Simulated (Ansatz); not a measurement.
Start from Cu in the fcc (Cu type) structure (space group Fm-3m, No. 225).

```cif
data_Cu
_chemical_formula_sum 'Cu1'
_space_group_name_H-M_alt 'P 1'
_space_group_IT_number 1
_cell_length_a 2.51997
_cell_length_b 2.51997
_cell_length_c 2.51997
_cell_angle_alpha 60.000
_cell_angle_beta 60.000
_cell_angle_gamma 60.000
loop_
_space_group_symop_operation_xyz
  'x, y, z'
loop_
_atom_site_label
_atom_site_type_symbol
_atom_site_fract_x
_atom_site_fract_y
_atom_site_fract_z
_atom_site_occupancy
Cu1 Cu 0.00000 0.00000 0.00000 1
```

Computed with DFT with PBEsol, PAW potentials and a 420 eV plane-wave cutoff in Ansatz (an electronic-structure program), spin-orbit coupling left out.

Perturbation: full substitution Cu → Au, then cell and atoms are relaxed.

Measured lattice parameter a: Cu 3.595 Å (static lattice; corrected from measurement; as listed in Gábor I. Csonka et al., Physical Review B (2009)); Au 4.062 Å (static lattice; corrected from measurement; as listed in Daniel Mejia-Rodriguez, S. B. Trickey, Phys. Rev. B (2018)).

Task: How well does PBEsol reproduce the measured shift?

Result: With PBEsol the lattice parameter a moves by +0.520 Å (3.564 → 4.083) against +0.467 Å measured.

Whether these cells are dynamically stable was not tested. All final runs are without spin polarisation.
